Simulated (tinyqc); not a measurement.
Stretching all distances: RHF, UHF, MP2, CISD and CCSD against full CI in the sto-3g basis, for H3O+, spin multiplicity 1. Computed by the program tinyqc with PySCF. All coordinates are multiplied by the scale. c0^2 is the weight of the RHF determinant in the lowest singlet FCI state (UHF is spin-contaminated and may lie near states of higher spin) and n(LUMO) the first natural occupation beyond the occupied space.

Geometry (angstrom):

| atom | x | y | z |
|---|---|---|---|
| O | 0.0000 | 0.0000 | 0.0830 |
| H | 0.9430 | 0.0000 | 0.0000 |
| H | -0.4720 | 0.8170 | 0.0000 |
| H | -0.4720 | -0.8170 | 0.0000 |

Full CI energy (hartree) and errors against it (kcal/mol):

| scale | distance 1-2 (angstrom) | E(FCI) | RHF | UHF | MP2 | CISD | CCSD | <S^2> UHF | c0^2 | n(LUMO) |
|---|---|---|---|---|---|---|---|---|---|---|
| 0.9400 | 0.8898 | -75.341398 | 30.8674 | 30.8674 | 6.8019 | 0.5331 | 0.1729 | 0.0000 | 0.9802 | 0.0138 |
| 1.1200 | 1.0602 | -75.380130 | 43.0502 | 43.0502 | 10.1870 | 1.2002 | 0.3865 | 0.0000 | 0.9645 | 0.0249 |
| 1.3000 | 1.2306 | -75.289805 | 58.7014 | 58.7014 | 14.6670 | 2.5478 | 0.8266 | 0.0000 | 0.9368 | 0.0434 |
| 1.6600 | 1.5714 | -75.059742 | 109.0833 | 59.0708 | 32.5203 | 14.0586 | 3.4883 | 1.8091 | 0.6291 | 0.1883 |

Estimate the missing row, scale = 1.48.

Computed row:
```
scale   distance 1-2 (angstrom)      E(FCI)      RHF      UHF      MP2    CISD    CCSD  <S^2> UHF    c0^2  n(LUMO)
1.4800                   1.4010  -75.168290  79.2899  79.2899  20.9605  5.4802  1.7225     0.0000  0.8778   0.0747
```

UHF parts from RHF first at scale 1.66 of those listed, where <S^2> leaves zero. The weight c0^2 goes from 0.98 to 0.63 and n(LUMO) from 0.01 to 0.19: static correlation grows as the bonds break into open-shell fragments. The spread of the error along the curve, which distorts its shape, is CCSD 3.3, CISD 13.5, MP2 25.7, UHF 48.4, RHF 78.2 kcal/mol. The table stops here: at scale 1.84 and beyond, the reference weight falls under 0.45 or RHF, UHF or CCSD hop between solutions, so those rows were left out and the spreads given cover only the rows shown. As computed, partly on other solutions, the errors there reach in size RHF 156, UHF 37, MP2 56, CISD 37, CCSD 37 kcal/mol.
